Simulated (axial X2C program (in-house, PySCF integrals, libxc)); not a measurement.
## BH: computed against measured constants

Calculated with an axial X2C code built on PySCF integrals. Spin-free means the one-electron spin-free X2C Hamiltonian; two-component (2c) means X2C with spin–orbit coupling and atomic mean-field two-electron Coulomb and Gaunt terms, so the difference of the two also holds small scalar two-electron terms. Basis: B dyall-v3z [7s6p2d1f], H dyall-v3z [6s2p1d] (cores contracted in-house); Gaussian nuclei, density fitting, unrestricted open shells. Masses: B 11.009 u, H 1.008 u.

```csv
Hamiltonian,level,Re (Å),ωe (cm⁻¹),ωexe (cm⁻¹),De (eV)
spin-free,PBE0,1.241,2325.8,44.5,3.49
spin-free,HF,1.221,2486.9,43.3,2.68
spin-free,MP2,1.228,2428.0,44.4,3.48
spin-free,CCSD,1.235,2358.5,47.8,3.61
spin-free,CCSD(T),1.236,2348.5,48.5,3.62
spin-free,PW91,1.248,2252.8,46.3,3.54
2c,PBE0,1.241,2325.7,44.5,3.49
2c,HF,1.221,2486.8,43.3,2.68
2c,MP2,1.228,2427.9,44.4,3.48
2c,CCSD,1.235,2358.4,47.8,3.61
2c,CCSD(T),1.236,2348.3,48.5,3.62
2c,PW91,1.248,2252.7,46.3,3.54
```

De refers to B + H.

Correlated methods: 4 electrons correlated (number of frozen shells: B 1 s; H none), 108 virtual spin orbitals or spinors in MP2, 64 natural virtuals in coupled cluster.

Measured (Huber and Herzberg, Constants of Diatomic Molecules, 1979; state 1Σ+): Re (Å) 1.2324, ωe (cm⁻¹) 2366.9, ωexe (cm⁻¹) 49.395.

(1) Work out the error of each level, computed minus measured.

Occupations by symmetry block were frozen at the best pattern of an incomplete PBE0 search. Closed shells are restricted here (equal orbitals for both partners); the stretched side of such a curve lies too high. De is counted from the lowest determinant-based energies of the atoms at the same level, without counterpoise correction. CCSD and (T) use frozen natural virtuals with an MP2 correction for the truncation; (T) itself is uncorrected, so its De runs slightly low. In 2c an atomic determinant is not the ground J level, so De misses part of the atomic spin–orbit lowering. This holds for PBE0, PW91. The functionals have no current-density term, which raises determinants with orbital currents, atoms included.

## Answers

(1) 

```csv
Hamiltonian,level,Re (Å),ωe (cm⁻¹),ωexe (cm⁻¹)
spin-free,PBE0,0.009,-41.1,-4.90
spin-free,HF,-0.011,120.0,-6.10
spin-free,MP2,-0.004,61.1,-5.00
spin-free,CCSD,0.003,-8.4,-1.60
spin-free,CCSD(T),0.004,-18.4,-0.90
spin-free,PW91,0.016,-114.1,-3.10
2c,PBE0,0.009,-41.2,-4.90
2c,HF,-0.011,119.9,-6.10
2c,MP2,-0.004,61.0,-5.00
2c,CCSD,0.003,-8.5,-1.60
2c,CCSD(T),0.004,-18.6,-0.90
2c,PW91,0.016,-114.2,-3.10
```
